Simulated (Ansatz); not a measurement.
System: A-type hexagonal La2O3. Method: PBE-D4 in Ansatz (PAW).

Numerical settings: plane-wave cutoff 520 eV, 12×12×6 k mesh (along the axes of the cell as run), Fermi–Dirac smearing 0.01 eV, scalar-relativistic PAW data made under PBE.

Results at a series of volumes:

| V (Å³/atom) | E − E_lowest (meV/atom) |
|---|---|
| 15.591 | 9.74 |
| 15.916 | 2.36 |
| 16.241 | 0.00 |
| 16.566 | 2.22 |
| 16.891 | 8.61 |

Task: What bulk modulus B0 and pressure derivative B′ does a third-order Birch–Murnaghan fit give?

Result: V0 = 16.241 Å³/atom, B0 = 113 GPa, B′ = 3.7 (fit to the energies at full precision).

Shape and atoms are relaxed at each volume.

Measured, for comparison: bulk modulus 113 GPa (300 K, no zero-point or thermal correction; as tabulated in Santana et al. (2016), arXiv:1608.06321); equilibrium volume per atom 16.44 Å³/atom (room temperature, no zero-point or thermal correction, equation of state from high-pressure X-ray diffraction; as tabulated in Ibáñez et al. (2020), arXiv:2005.12956). Computed (rounded) less measured: bulk modulus 0.0 %, equilibrium volume per atom -1.2 %. A static lattice is as a rule a little smaller and stiffer than an uncorrected measurement, which narrows the difference in the equilibrium volume per atom and would widen misses of the other sign.

Note: the bulk modulus comes from volumes at which shape and atoms were relaxed.

Spin–orbit coupling is not included.

Static lattice: no zero-point or thermal effects.

Computing time: roughly 11 core-minutes.

Ansatz is a program for electronic structure.
